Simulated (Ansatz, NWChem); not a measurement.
## N2H4 (hydrazine): from total energies to a heat of formation

N2H4: 6 atoms, total charge 0, spin state singlet. SMILES: `NN`. The shape is that of a PBE0-D4/def2-TZVP optimisation. This is one conformer, not always the lowest.

Total energies at wB97X/cc-pVTZ (NWChem 7.3.0); the atoms run unrestricted:

```
species    state  energy (Eh)
   N2H4  singlet  -111.880885
      N  quartet   -54.589385
      H  doublet    -0.501395
```

Harmonic wavenumbers at PBE0-D4/def2-TZVP, in cm⁻¹: 466, 810, 972, 1152, 1305, 1337, 1681, 1695, 3488, 3495, 3593, 3599.

Measured heats of formation of the gaseous atoms at 298.15 K, in kJ/mol: N 472.4, H 218.0. Take 1 Eh = 2625.50 kJ/mol, 1 cm⁻¹ = 0.0119627 kJ/mol, RT = 2.479 kJ/mol.

Work out the heat of formation of the gas at 298 K.


1. Electronic atomisation energy: 2 × (-54.589385) + 4 × (-0.501395) − (-111.880885) = 0.696535 Eh = 1828.8 kJ/mol.
2. Zero-point energy: half the sum of the wavenumbers, 11796.5 cm⁻¹ = 141.1 kJ/mol.
3. Thermal vibrational enthalpy, Σ hcν̃/(exp(hcν̃/kT) − 1): 1.1 kJ/mol. Translation, rotation and pV of a non-linear molecule: 4 RT = 9.9 kJ/mol.
4. The 6 free atoms carry 5/2 RT each: 37.2 kJ/mol.
5. Atomisation enthalpy at 298 K: 1828.8 − 141.1 − 1.1 − 9.9 + 37.2 = 1713.9 kJ/mol.
6. Sum of the atoms' heats of formation: 1816.8 kJ/mol. Heat of formation: 1816.8 − 1713.9 = +102.9 kJ/mol.

The tabulated value is +95.5 kJ/mol (Active Thermochemical Tables), so this level is off by +7.4 kJ/mol, or 0.4 % of the atomisation enthalpy. Anharmonicity and any spin-orbit splitting of the molecule are left out.
